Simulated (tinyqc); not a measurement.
Pariser-Parr-Pople SCF with singles CI, for the molecule C=CC=CC=C (SMILES; centres numbered as the heavy atoms are written), step by step. Computed by tinyqc, a small Python program that keeps every step. Settings: charge = 0, gamma = Ohno, start = huckel, damping = 0, iteration cap = 83, excitations kept = 6. Command: `OMP_NUM_THREADS=1 python tinyqc.py 24483 24484 out.jsonl` (the two numbers bound the seeds that draw the settings). One thread of a shared host (Intel(R) Xeon(R) Processor @ 2.60GHz), about 0.02 s of CPU time with the checks. Later iterations appear only in the table of the cycle.

## PPP integrals

Centres (angstrom, eV; a flat drawing with bonds scaled to 1.40 angstrom):
```
centre,x,y,core charge z,W,gamma_rr
1C,-3.045000,-0.196000,1,11.160000,11.130000
2C,-1.799000,0.442000,1,11.160000,11.130000
3C,-0.623000,-0.319000,1,11.160000,11.130000
4C,0.623000,0.319000,1,11.160000,11.130000
5C,1.799000,-0.442000,1,11.160000,11.130000
6C,3.045000,0.196000,1,11.160000,11.130000
```

Resonance integrals (eV):
```
i,j,beta
1,2,-2.680000
2,3,-2.680000
3,4,-2.680000
4,5,-2.680000
5,6,-2.680000
```

Ohno: gamma = 14.399645/sqrt(R^2 + a^2), a = 2 x 14.399645/(gamma_rr + gamma_ss); H_rr = -W_r - sum_(s != r) z_s gamma_rs; H_rs = beta for bonds.

repulsion gamma_rs (eV), lower triangle:
```
,1C,2C,3C,4C,5C,6C
1C,11.130000
2C,7.554319,11.130000
3C,5.238816,7.551683,11.130000
4C,3.670169,5.238816,7.554319,11.130000
5C,2.868553,3.669262,5.238816,7.551683,11.130000
6C,2.308288,2.868553,3.670169,5.238816,7.554319,11.130000
```

core matrix H (eV), lower triangle:
```
,1C,2C,3C,4C,5C,6C
1C,-32.800144
2C,-2.680000,-38.042633
3C,0.000000,-2.680000,-40.413803
4C,0.000000,0.000000,-2.680000,-40.413803
5C,0.000000,0.000000,0.000000,-2.680000,-38.042633
6C,0.000000,0.000000,0.000000,0.000000,-2.680000,-32.800144
```

## Starting guess

pi electrons, sum of z_r less the charge = 6

Orbitals of the Hueckel matrix of the beta values.

P at the start, lower triangle:
```
,1C,2C,3C,4C,5C,6C
1C,1.000000
2C,0.871119,1.000000
3C,0.000000,0.483435,1.000000
4C,-0.387685,0.000000,0.784851,1.000000
5C,0.000000,-0.086268,0.000000,0.483435,1.000000
6C,0.301417,0.000000,-0.387685,0.000000,0.871119,1.000000
```

## Iteration 1: Fock matrix

F_rr = H_rr + P_rr gamma_rr / 2 + sum_(s != r) P_ss gamma_rs; F_rs = H_rs - P_rs gamma_rs / 2; E = tr P (H + F) / 2 + core repulsion sum_(r<s) z_r z_s gamma_rs.

F (eV), lower triangle:
```
,1C,2C,3C,4C,5C,6C
1C,-5.595000
2C,-5.970356,-5.595000
3C,0.000000,-4.505373,-5.595000
4C,0.711434,0.000000,-5.644509,-5.595000
5C,0.000000,0.158270,0.000000,-4.505373,-5.595000
6C,-0.347878,0.000000,0.711434,0.000000,-5.970356,-5.595000
```

pi energy = -79.486937 eV

## Iteration 1: orbitals and new P

Diagonalise F (the basis is taken as orthonormal) and form P = 2 sum c c over the lowest orbitals.

orbital energies (eV): -14.542313  -12.629075  -9.515879  -1.674121  1.439075  3.352313

P after iteration 1, lower triangle:
```
,1C,2C,3C,4C,5C,6C
1C,1.000000
2C,0.901337,1.000000
3C,0.000000,0.428455,1.000000
4C,-0.363162,0.000000,0.827369,1.000000
5C,0.000000,-0.063389,0.000000,0.428455,1.000000
6C,0.236019,0.000000,-0.363162,0.000000,0.901337,1.000000
```

## Iteration 2: Fock matrix

As before.

F (eV), lower triangle:
```
,1C,2C,3C,4C,5C,6C
1C,-5.595000
2C,-6.084493,-5.595000
3C,0.000000,-4.297779,-5.595000
4C,0.666433,0.000000,-5.805105,-5.595000
5C,0.000000,0.116295,0.000000,-4.297779,-5.595000
6C,-0.272400,0.000000,0.666433,0.000000,-6.084493,-5.595000
```

pi energy = -79.619874 eV

## Iteration 2: orbitals and new P

As before.

orbital energies (eV): -14.525320  -12.624856  -9.655746  -1.534254  1.434856  3.335320

P after iteration 2, lower triangle:
```
,1C,2C,3C,4C,5C,6C
1C,1.000000
2C,0.914743,1.000000
3C,0.000000,0.400416,1.000000
4C,-0.347524,0.000000,0.847876,1.000000
5C,0.000000,-0.053964,0.000000,0.400416,1.000000
6C,0.206088,0.000000,-0.347524,0.000000,0.914743,1.000000
```

## Convergence

Stop when output and input P, before any damping, agree to 1e-7.

Course of the cycle:
```
iteration,E (eV),largest |P(out) - P(in)|
1,-79.48693656,6.54e-02
2,-79.61987444,2.99e-02
3,-79.65301644,1.39e-02
4,-79.66104124,6.82e-03
5,-79.66295330,3.32e-03
6,-79.66340510,1.61e-03
7,-79.66351141,7.82e-04
8,-79.66353638,3.79e-04
9,-79.66354223,1.83e-04
10,-79.66354361,8.88e-05
11,-79.66354393,4.30e-05
12,-79.66354400,2.08e-05
13,-79.66354402,1.01e-05
14,-79.66354402,4.88e-06
15,-79.66354402,2.36e-06
16,-79.66354402,1.14e-06
17,-79.66354402,5.53e-07
18,-79.66354402,2.68e-07
19,-79.66354402,1.30e-07
20,-79.66354402,6.28e-08
```

Converged in 20 iterations.

## Converged orbitals

Charges are z - P_rr.

orbital energies (eV): -14.500801  -12.610970  -9.781580  -1.408420  1.420970  3.310801

coefficients:
```
,MO1,MO2,MO3,MO4,MO5,MO6
1C,0.255556,0.452906,0.479131,0.479131,-0.452906,0.255556
2C,0.410360,0.511464,0.264593,-0.264593,0.511464,-0.410360
3C,0.516038,0.182431,-0.447687,-0.447687,-0.182431,0.516038
4C,0.516038,-0.182431,-0.447687,0.447687,-0.182431,-0.516038
5C,0.410360,-0.511464,0.264593,0.264593,0.511464,0.410360
6C,0.255556,-0.452906,0.479131,-0.479131,-0.452906,-0.255556
```

pi charges: 1C 0.000000, 2C 0.000000, 3C 0.000000, 4C 0.000000, 5C 0.000000, 6C 0.000000

## Singles CI, singlets

Over the 6 single excitations with the smallest orbital gaps: A = (e_a - e_i) delta + 2 (ia|jb) - (ij|ab), with (pq|rs) = sum c_mp c_mq gamma_mn c_nr c_ns. f = 2/3 w |mu|^2 in atomic units, mu = sqrt2 sum c_ia sum_m c_mi c_ma R_m.

singlet CI matrix (eV), lower triangle:
```
,3>4,2>4,3>5,1>4,3>6,2>5
3>4,4.578765
2>4,0.000000,6.857917
3>5,0.000000,-0.044232,6.857917
1>4,0.114401,0.000000,0.000000,8.037118
3>6,0.114401,0.000000,0.000000,0.245805,8.037118
2>5,0.780628,0.000000,0.000000,0.539617,0.539617,9.364242
```

singlet excitation energies (eV): 4.454215  6.813684  6.902149  7.791314  7.901017  9.870698

oscillator strengths: 1.682453  0.000000  0.000000  0.000000  0.054956  0.121509

## Singles CI, triplets

Over the 6 single excitations with the smallest orbital gaps: A = (e_a - e_i) delta - (ij|ab), with (pq|rs) = sum c_mp c_mq gamma_mn c_nr c_ns.

triplet CI matrix (eV), lower triangle:
```
,3>4,2>4,3>5,1>4,3>6,2>5
3>4,2.283009
2>4,0.000000,5.324920
3>5,0.000000,1.488764,5.324920
1>4,0.416261,0.000000,0.000000,6.782110
3>6,0.416261,0.000000,0.000000,-1.009204,6.782110
2>5,1.488764,0.000000,0.000000,1.399672,1.399672,7.908368
```

triplet excitation energies (eV): 1.910520  3.836156  4.614528  6.813684  7.791314  9.439235
